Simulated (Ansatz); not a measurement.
Scan of Si–BH$_{2}$, quartet

Starting geometry (PBE0/def2-TZVP stationary point for this spin, not checked as a minimum):

```xyz
4

Si    0.0000    0.0000    0.6500
B     0.0000    0.0000   -1.3428
H     0.0000   -1.0760   -1.8539
H     0.0000    1.0760   -1.8539
```

From there B2, H3, H4 move together along the line of the two atoms named below, all else staying in place; atoms are numbered as listed. Energies are in kJ/mol, counted from the starting geometry at the same level. Kohn–Sham curves are unrestricted where that lies lower.

Basis cc-pVDZ; Ansatz 0.2.0. Only valence electrons are correlated (noble-gas cores frozen). Prefix R: restricted or restricted open-shell reference.

In so small a basis the reference is far from its limit while semilocal and hybrid functionals are nearer theirs (RPA and double hybrids share part of the reference's basis error), so the functionals' errors here hold much of the reference's basis and frozen-core error, which can add to them or hide them.

Full CI isn't at hand for all of this; RCCSDTQ serves as the reference, and is uncertain by the last step of the cluster series or more.

```tsv
distance Si1-B2 (Å)	RCCSDTQ	PBE	r2SCAN	PBE0	B3LYP	r2SCANh	wB97M-V	B2PLYP	RPA-PBE
1.755	65.2	55.2	53.5	52.8	56.2	52.8	53.3	57.5	69.4
1.993	0.0	0.0	0.0	0.0	0.0	0.0	0.0	0.0	0.0
2.197	10.7	13.0	15.8	16.0	11.8	16.4	15.0	13.2	5.9
2.815	117.7	117.2	125.2	128.7	112.0	127.6	125.1	122.5	98.0
3.630	186.5	209.6	211.0	210.7	187.0	209.4	197.8	189.1	175.4
5.335	204.0	249.0	240.9	236.2	210.1	236.4	218.7	207.3	182.0
```
